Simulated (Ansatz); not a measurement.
# C3H4ClF: the cost of one run

Computed with the Python package of Ansatz 0.2.0. Level of theory: PBE+D4/cc-pVDZ.

## (1) The structure

Bond lengths: C1–C2 1.486 Å, C2–Cl3 1.750 Å, C2–C4 1.374 Å, C4–F5 1.361 Å, C1–H6 1.095 Å, C1–H7 1.089 Å, C1–H8 1.106 Å, C4–H9 1.031 Å. Angles: C1–C2–Cl3 115.2°, C1–C2–C4 122.7°, Cl3–C2–C4 122.1°, C2–C1–H6 112.0°, C2–C1–H7 109.7°, C2–C1–H8 110.3°, H6–C1–H7 109.2°, H6–C1–H8 109.1°, H7–C1–H8 106.5°, C2–C4–F5 119.5°, C2–C4–H9 128.6°, F5–C4–H9 111.9°.

The script reads c3h4clf.xyz:

```xyz
9

C    -0.25710   -1.08010   -0.39260
C     0.35870    0.09630    0.27360
Cl    1.86810   -0.22200    1.10100
C    -0.19270    1.35400    0.21700
F     0.41930    2.38340    0.86280
H    -0.49740   -1.87550    0.32030
H     0.42250   -1.47000   -1.14890
H    -1.17960   -0.78080   -0.92430
H    -1.06800    1.65230   -0.24000
```

## (2) The script

Input file bde.py:

```python
# -*- coding: utf-8 -*-
import logging
import sys

import ansatz as az

logging.basicConfig(stream=sys.stdout, format='[%(levelname)s] %(message)s')
log = logging.getLogger('c3h4clf')
log.setLevel(logging.INFO)


def energy(molecule, charge=0, unpaired=0):
    calc = (
        molecule.calculation()
        .basis(gaussian='cc-pVDZ')
        .functional('PBE', dispersion='d4')
    )
    if charge:
        calc = calc.charge(charge)
    if unpaired:
        calc = calc.spin('collinear', total=unpaired)
    return calc.run(threads=1, pin='off').report['free_energy_ev']

def without(molecule, index):
    rest = az.Crystal.molecule()
    for i, site in enumerate(molecule.cartesian_sites):
        if i != index:
            rest = rest.atom(site.symbol, site.position_ang)
    return rest

c3h4clf = az.Crystal.molecule_from_extxyz('c3h4clf.xyz')

whole = energy(c3h4clf, 0)
hydrogen = energy(az.Crystal.molecule().atom('H', (0, 0, 0)), 0, 1)
log.info(f'E(molecule) = {whole:.5f} eV, E(H) = {hydrogen:.5f} eV')
for index in [7, 8]:
    radical = energy(without(c3h4clf, index), 0, 1)
    log.info(f'H{index}: homolysis {96.485332 * (radical + hydrogen - whole):.1f} kJ/mol')
```

## (3) Running it

Command:

```
$ python bde.py
```

What time and memory should one allow on 1 thread of Intel Xeon at 2.70GHz, shared host?

About 12 s, with a peak of 0.21 GiB.
